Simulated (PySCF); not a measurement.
Compound: 2-fluoropropane, C3H7F.
Numbering: `[CH3:1][CH:2]([CH3:3])[F:4]` (hydrogens: H5, H6, H7 on C1; H8 on C2; H9, H10, H11 on C3)

Geometry (GFN2-xTB, Å), atoms numbered from 1 in this order:
```xyz
11
C3H7F angstrom
C     -1.1902   -0.4511    0.2131
C     -0.1170    0.5353   -0.2196
C      1.2872   -0.0360   -0.1034
F     -0.2027    1.6623    0.5848
H     -1.0134   -0.7633    1.2395
H     -1.1694   -1.3240   -0.4324
H     -2.1724    0.0109    0.1540
H     -0.3066    0.8946   -1.2401
H      1.4793   -0.3441    0.9216
H      1.3880   -0.8956   -0.7592
H      2.0227    0.7136   -0.3842
```

PySCF, density fitting, gas phase, GFN2-xTB geometry. The standard run uses grid level 2 after a coarse-grid start, the def2-universal JK fitting basis (with tight functions added where the orbital basis needs them), an energy threshold of 1e-9 Eh and DIIS. The changed runs have no coarse-grid stage.

Q: Standard PBE0/pcSseg-1: E = -218.113074 Eh, HOMO -9.153 eV, LUMO 1.535 eV, dipole 1.892 D, 12 cycles (coarse-grid cycles included). What changes at PBE0/pcSseg-1 with: energy threshold 1e-06 Eh?

A: E = -218.113074 Eh (0.000 mEh), HOMO -9.152 eV (+0.001), LUMO 1.536 eV (+0.001), dipole 1.892 D (0.000), 6 SCF cycles. The result matches the standard run within 0.02 mEh and 0.003 eV; such settings steer the iterations and don't enter the energy expression.

The cycles:
```
cycle   1  E = -218.0621659880  dE =  2.057e-01  |g| = 5.170e-01  |ddm| = 2.586e+00
cycle   2  E = -218.0392565213  dE =  2.291e-02  |g| = 6.745e-01  |ddm| = 7.948e-01
cycle   3  E = -218.1122066223  dE = -7.295e-02  |g| = 6.556e-02  |ddm| = 4.547e-01
cycle   4  E = -218.1129606902  dE = -7.541e-04  |g| = 2.301e-02  |ddm| = 5.274e-02
cycle   5  E = -218.1130727137  dE = -1.120e-04  |g| = 2.263e-03  |ddm| = 1.828e-02
cycle   6  E = -218.1130737054  dE = -9.917e-07  |g| = 3.843e-04  |ddm| = 2.036e-03
```
